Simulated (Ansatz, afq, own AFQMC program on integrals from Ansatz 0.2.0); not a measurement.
## Where AFQMC and coupled cluster stand for HfC, quintet

```
atom   x (Å)   y (Å)   z (Å)
  Hf  0.0000  0.0000  0.0000
   C  0.0000  0.0000  1.7983
```

Basis def2-TZVPP with its core potentials. Noble-gas cores (and the filled d shells of Ga–Kr and In–Xe) are frozen. AFQMC by an in-house program on the Cholesky factors that Ansatz 0.2.0 writes for its CCSD(T) run. The CISD trial takes its coefficients from CCSD amplitudes. Released means that phaseless walkers are propagated on without the constraint, phases kept. Free projection: walkers drawn from exp(T), propagated without any constraint. Its projection time is finite, and what remains of the start isn't in its error. Uncertainties: one standard error, sampling alone. No spin–orbit coupling. The metal's outer-core s and p shells are frozen, which shifts wave-function levels against functionals.

Determinant: UHF, the one that the program's search chose, which needn't be the lowest solution. The geometry is a PBE0/def2-TZVP stationary point of this or a neighbouring charge and spin state.

No full CI on the walks' own integrals is used here; CCSDT(Q) serves as the reference and is uncertain by about the last step of the cluster series.

Cautions: no spin-orbit coupling; outer-core shells of the metal frozen; another spin lies lower; (T) is large, 6 % of the CCSD correlation; the released energies are still falling, so no released level is given (meV from the phaseless value at times in 1/Eh: -30.4 ± 1.8 at 0.60, -56 ± 4 at 1.20, -62 ± 3 at 2.00, 4 ± 71 at 3.00, -75 ± 9 at 4.20); the ph-AFQMC/CISD walk drifts between its halves (2.5 errors).

The T1 diagnostic is 0.0343, the weight of the determinant in the CISD state is 0.883 and the ⟨S²⟩ of the determinant is 6.017. The size of the correlated space is 8 electrons in 82 orbitals.

Reference: CCSDT(Q), correlation energy -5.450 eV.

| level | E − E(reference) (mEh) | share of correlation (%) |
| --- | --- | --- |
| HF | 200.30 | 0.00 |
| MP2 | 29.21 | 85.42 |
| CCSD | 13.51 | 93.26 |
| CCSD(T) | 1.89 | 99.05 |
| CCSDT | 0.79 | 99.61 |
| ph-AFQMC/HF | 10.24 ± 0.82 | 94.89 |
| ph-AFQMC/CISD | 2.79 ± 0.10 | 98.61 |
| free AFQMC | 0.71 ± 0.34 | 99.64 |

Free projections are given only where their last times agree within the noise and don't stop above the reference; a slow remainder of the start can still hide under it. A walk keeps the symmetry of its determinant, which the program's search chose and which needn't be the lowest solution, so a lower state of the same spin and another symmetry isn't excluded.
